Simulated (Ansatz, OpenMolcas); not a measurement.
## How methods differ on AlHCl2 (SMILES [H][Al]([Cl])[Cl])

AlHCl2 has 4 atoms, charge 0, and is taken as a singlet. As SMILES, `[H][Al]([Cl])[Cl]`. The shape comes from GFN2-xTB, which is rough for such elements, and wasn't checked as a minimum.

| atom | x (Å) | y (Å) | z (Å) |
| --- | --- | --- | --- |
| Al | -0.0478 | -0.0807 | -0.0004 |
| Cl | 1.9719 | -0.1826 | 0.0143 |
| Cl | -1.0957 | 1.6499 | -0.0158 |
| H | -0.8284 | -1.3866 | 0.0020 |

Each level gives the energy change with the Al1–Cl2 bond stretched from 2.022 to 5.056 Å (eV). The values are calculated.

```json
{"level": "HF/STO-3G (restricted)", "kind": "Hartree–Fock", "program": "Ansatz", "value (eV)": "8.34", "CPU time (all runs)": "0.46 s"}
{"level": "SVWN5/STO-3G (restricted)", "kind": "LDA", "program": "Ansatz", "value (eV)": "6.24", "CPU time (all runs)": "3.7 s"}
{"level": "BLYP/STO-3G (restricted)", "kind": "GGA", "program": "Ansatz", "value (eV)": "5.68", "CPU time (all runs)": "9.2 s"}
{"level": "PBE0/STO-3G (restricted)", "kind": "global hybrid", "program": "Ansatz", "value (eV)": "6.69", "CPU time (all runs)": "5.4 s"}
{"level": "CAM-B3LYP/STO-3G (restricted)", "kind": "range-separated hybrid", "program": "Ansatz", "value (eV)": "7.22", "CPU time (all runs)": "5.1 s"}
{"level": "HSE06/STO-3G (restricted)", "kind": "range-separated hybrid", "program": "Ansatz", "value (eV)": "6.62", "CPU time (all runs)": "7.2 s"}
{"level": "MP2/STO-3G (restricted)", "kind": "perturbation theory", "program": "Ansatz", "value (eV)": "6.97", "CPU time (all runs)": "0.85 s"}
{"level": "CASSCF(2,2)/STO-3G", "kind": "multireference", "program": "OpenMolcas", "value (eV)": "5.73", "CPU time (all runs)": "3.8 s"}
{"level": "MRCI(2,2)/STO-3G", "kind": "multireference", "program": "OpenMolcas", "value (eV)": "5.59", "CPU time (all runs)": "3.9 s"}
{"level": "CISD/STO-3G (restricted)", "kind": "coupled cluster or CI", "program": "OpenMolcas", "value (eV)": "6.08", "CPU time (all runs)": "4.1 s"}
```

Spin-restricted single references rise too steeply as a bond breaks, Hartree–Fock most of all. The first shape isn't each level's own minimum. The values span 5.59 to 8.34 eV. All rows use very small basis sets, so even the best lies far from the true value. Times are those of the runs behind each value, whatever else they computed, on shared processors of several kinds: orders of magnitude only.
